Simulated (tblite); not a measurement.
C4H5O (doublet state).
Atom-mapped SMILES: `[O:1][C@H:2]1[CH:3]=[CH:4][CH2:5]1` (hydrogens: H6 on C2; H7 on C3; H8 on C4; H9, H10 on C5)
Bond orders are those of one Lewis drawing.

Computed with GFN2-xTB (tblite), gas phase: L-BFGS steps from a force-field or distance-geometry start until the largest atomic force falls under 0.01 eV/Å.

Step 11: E = -408.9248 eV
```
atom  x, y, z in Å  |  force x, y, z in eV/Å
O1     -1.7445    0.9126    0.6074    0.015  -0.008   0.012
C2     -0.8909    0.3929   -0.1933   -0.013  -0.013   0.043
C3      0.5872    0.9820   -0.0541   -0.037   0.021  -0.032
C4      1.1147   -0.2083    0.1405    0.010   0.072   0.074
C5     -0.1786   -0.9698    0.1216   -0.035   0.060  -0.030
H6     -1.1260    0.5103   -1.2742    0.000   0.003  -0.003
H7      0.8574    2.0177   -0.0712    0.027   0.001  -0.040
H8      2.1240   -0.5526    0.2648    0.049  -0.040   0.009
H9     -0.2649   -1.7228   -0.6603   -0.013  -0.029   0.066
H10    -0.4695   -1.3574    1.0963   -0.004  -0.069  -0.098
```

Step 12: E = -408.9259 eV
```
atom  x, y, z in Å  |  force x, y, z in eV/Å
O1     -1.7434    0.9152    0.6097    0.042  -0.038  -0.026
C2     -0.8907    0.3935   -0.1917   -0.028   0.000   0.028
C3      0.5869    0.9839   -0.0550   -0.026  -0.029  -0.019
C4      1.1141   -0.2065    0.1426   -0.024   0.092   0.046
C5     -0.1777   -0.9692    0.1210   -0.070   0.043  -0.023
H6     -1.1241    0.5114   -1.2743   -0.008   0.003   0.033
H7      0.8561    2.0191   -0.0746    0.038   0.023  -0.036
H8      2.1215   -0.5541    0.2651    0.085  -0.035   0.017
H9     -0.2633   -1.7256   -0.6572   -0.003  -0.011   0.026
H10    -0.4704   -1.3630    1.0917   -0.005  -0.050  -0.046
```

Step 13: E = -408.9267 eV
```
atom  x, y, z in Å  |  force x, y, z in eV/Å
O1     -1.7424    0.9161    0.6112    0.028  -0.034  -0.025
C2     -0.8907    0.3942   -0.1907   -0.020  -0.008   0.005
C3      0.5860    0.9857   -0.0558    0.002  -0.037  -0.009
C4      1.1139   -0.2042    0.1448   -0.033   0.061   0.022
C5     -0.1780   -0.9679    0.1204   -0.056   0.014  -0.008
H6     -1.1233    0.5120   -1.2740   -0.016   0.007   0.044
H7      0.8563    2.0205   -0.0776    0.037   0.028  -0.033
H8      2.1210   -0.5556    0.2656    0.062  -0.011   0.020
H9     -0.2626   -1.7279   -0.6541    0.007   0.007  -0.015
H10    -0.4713   -1.3682    1.0875   -0.010  -0.027  -0.001
```

**Question.** Estimate the geometry and energy of step 14. (The exact step hangs on the optimiser's Hessian estimate; all steps are aligned on step 13, rigid shifts and turns removed.)

**Answer.** E = -408.9270 eV, largest force 0.047 eV/Å
```
atom  x, y, z in Å  |  force x, y, z in eV/Å
O1     -1.7417    0.9163    0.6117    0.007  -0.024  -0.010
C2     -0.8909    0.3939   -0.1902   -0.010  -0.001  -0.002
C3      0.5856    0.9864   -0.0565    0.015  -0.012  -0.006
C4      1.1136   -0.2028    0.1464   -0.017   0.012   0.010
C5     -0.1791   -0.9671    0.1200   -0.016  -0.011   0.005
H6     -1.1231    0.5125   -1.2730   -0.020   0.008   0.031
H7      0.8568    2.0213   -0.0796    0.031   0.016  -0.031
H8      2.1216   -0.5564    0.2662    0.016   0.012   0.019
H9     -0.2621   -1.7287   -0.6532    0.010   0.017  -0.030
H10    -0.4718   -1.3707    1.0856   -0.014  -0.016   0.014
```

The energy changes by -0.0003 eV. The first-order estimate −F·Δx gives -0.0005 eV and the mean of the old and new forces, exact on a quadratic surface, -0.0003 eV. The step makes an angle of 56° with the force vector and moves no atom by more than 0.003 Å.

What follows is the cost of the whole relaxation. The run took 0.2 s on one thread, AMD EPYC (x86_64) (shared host).
